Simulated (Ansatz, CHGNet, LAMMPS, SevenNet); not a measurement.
# hcp Y, cohesive energy

Reference value: 4.42 eV/atom (measured, finite-temperature (and zero-point) corrections as in the cited sets; as tabulated in Jana et al. (2018), arXiv:1807.00350).

| level (code) | value (eV/atom) | cell (Å³/atom) | error (eV/atom) |
|---|---|---|---|
| Lennard-Jones uff-vdw (LAMMPS) | 0.03 | 24.30 | -4.39 |
| CHGNet-r²SCAN (CHGNet) | 4.98 | 33.70 | +0.56 |
| SevenNet-0 (SevenNet) | 3.85 | 32.54 | -0.57 |
| SevenNet-l3i5 (SevenNet) | 3.59 | 32.89 | -0.83 |
| LDA (Ansatz) | 4.92 | 29.94 | +0.50 |
| PBE (Ansatz) | 4.19 | 32.88 | -0.23 |
| PBEsol (Ansatz) | 4.61 | 31.33 | +0.19 |
| r²SCAN (Ansatz) | 4.08 | 33.48 | -0.34 |
| HSE06 (Ansatz) | 3.95 | 33.72 | -0.47 |
| PBE0 (Ansatz) | 3.92 | 33.58 | -0.50 |

Leaving aside Lennard-Jones uff-vdw, CHGNet-r²SCAN, SevenNet-0, SevenNet-l3i5, which can be fitted to such values or carry a doubt: Nearest, and too close to rank with a margin of 0.03 eV/atom (twice that across the reference) picked here for doubts on the reference and the settings: PBEsol (+0.19 eV/atom), PBE (-0.23 eV/atom). Farthest off: LDA (+0.50 eV/atom), PBE0 (-0.50 eV/atom). Every level misses the reference by more than 0.1 eV/atom.

Lennard-Jones uff-vdw: this is a force field's van der Waals term alone, without bonds or charges. CHGNet-r²SCAN, SevenNet-0, SevenNet-l3i5: free atoms can lie outside what these potentials were trained on. HSE06, PBE0: the free atom's electronic state is in doubt. Each level is taken at its own relaxed cell. Cutoffs and k meshes differ between the levels. Ansatz's density-functional and Hartree–Fock values are scalar-relativistic unless marked +SOC, with PAW data made under PBE.

Machine-learned potentials (CHGNet-r²SCAN, SevenNet-0, SevenNet-l3i5) are trained on DFT data, which may include these solids.

Differences are worked out from the printed values.

Ansatz is a quantum-chemistry and plane-wave program.
